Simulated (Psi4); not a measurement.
Process, species as SMILES: C#CC → C1=CC1
B3LYP-D3(BJ)/def2-TZVP geometries, fixed; electronic energies without zero-point terms.

Basis-set convergence of the isomerisation energy at PBE0 with Psi4. Cartesian d functions, on some or all atoms, in 6-31G*, 6-31+G*; all else is spherical. Density fitting with the program's default auxiliary sets. Psi4's default fitting sets serve the pcseg sets less well. No added dispersion term, no relativity. Functions are those of the species that has most. Reference: the value in def2-QZVPP, 19.06 kcal/mol, itself unsure by roughly 0.07 kcal/mol (its distance from cc-pVQZ). Deviations are taken from unrounded values.

```csv
basis,functions,isomerisation energy (kcal/mol)
6-31G*,53,17.11
6-31+G*,65,18.10
cc-pVDZ,62,17.47
aug-cc-pVDZ,105,17.70
def2-SVP,62,16.61
def2-SVPD,92,16.50
pcseg-1,62,18.41
aug-pcseg-1,105,18.26
6-311G**,78,19.02
6-311+G**,90,19.35
def2-TZVP,117,18.98
def2-TZVPD,147,18.98
cc-pVTZ,146,19.02
aug-cc-pVTZ,230,19.14
pcseg-2,146,19.13
aug-pcseg-2,230,19.15
def2-TZVPP,149,18.98
def2-TZVPPD,179,19.00
```

What the diffuse functions change, pair by pair:
- 6-31G* to 6-31+G*: 12 more functions, deviation -1.95 to -0.95 kcal/mol
- cc-pVDZ to aug-cc-pVDZ: 43 more functions, deviation -1.59 to -1.36 kcal/mol
- def2-SVP to def2-SVPD: 30 more functions, deviation -2.45 to -2.55 kcal/mol
- pcseg-1 to aug-pcseg-1: 43 more functions, deviation -0.65 to -0.79 kcal/mol
- 6-311G** to 6-311+G**: 12 more functions, deviation -0.03 to 0.29 kcal/mol
- def2-TZVP to def2-TZVPD: 30 more functions, deviation -0.07 to -0.08 kcal/mol
- cc-pVTZ to aug-cc-pVTZ: 84 more functions, deviation -0.03 to 0.09 kcal/mol
- pcseg-2 to aug-pcseg-2: 84 more functions, deviation 0.07 to 0.10 kcal/mol
- def2-TZVPP to def2-TZVPPD: 30 more functions, deviation -0.07 to -0.05 kcal/mol

They bring the value nearer the reference by more than 0.07 kcal/mol in 2 of 9 pairs.
